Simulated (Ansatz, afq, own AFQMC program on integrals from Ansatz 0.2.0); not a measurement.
## GeH$_{5}$, doublet: AFQMC among the cluster methods

```xyz
6

Ge   -0.0366    0.0000    0.0000
H    -0.5481    1.4466    0.0000
H    -0.5480   -0.7233    1.2528
H    -0.5481   -0.7233   -1.2528
H     1.7234    0.0000    0.0000
H     2.5584    0.0000    0.0000
```

Basis cc-pVTZ. Noble-gas cores (and the filled d shells of Ga–Kr and In–Xe) are frozen. Integrals, coupled cluster, full CI and functionals: Ansatz 0.2.0; the random walks run on the same integrals in our own AFQMC program. ph-AFQMC/CISD is guided by a CISD state made of CCSD amplitudes; releasing the constraint for a short imaginary time cuts its bias at the price of noise, slowly where states lie close. Uncertainties: one standard error, sampling alone. No spin–orbit coupling.

Determinant: UHF, the one that the program's search chose, which needn't be the lowest solution. The geometry is a point of a scan.

No full CI on the walks' own integrals is used here; CCSDT(Q) serves as the reference and is uncertain by about the last step of the cluster series.

Cautions: no relativity below Rb; no spin-orbit coupling; inner d shell frozen.

```
T1 diagnostic                               : 0.0144
weight of the determinant in the CISD state : 0.903
⟨S²⟩ of the determinant                     : 0.772
size of the correlated space                : 9 electrons in 99 orbitals
```

Reference: CCSDT(Q), correlation energy -5.187 eV. The released energy is read at 2.40 1/Eh (meV from the phaseless value at times in 1/Eh: 4 ± 3 at 0.24, 4 ± 3 at 0.51, 2 ± 3 at 0.99, -1 ± 3 at 1.62, -1 ± 3 at 2.40).

```
         level  E − E(reference) (mEh)  share of correlation (%)
            HF                  190.60                      0.00
           MP2                   38.14                     79.99
          CCSD                    5.32                     97.21
       CCSD(T)                    0.96                     99.50
         CCSDT                    0.12                     99.94
 ph-AFQMC/CISD             0.02 ± 0.11                     99.99
released AFQMC            -0.01 ± 0.11                    100.00
```

A walk keeps the symmetry of its determinant, which the program's search chose and which needn't be the lowest solution, so a lower state of the same spin and another symmetry isn't excluded. Released energies are given only where the last usable release times agree within the noise; a slower fall can still hide under it.
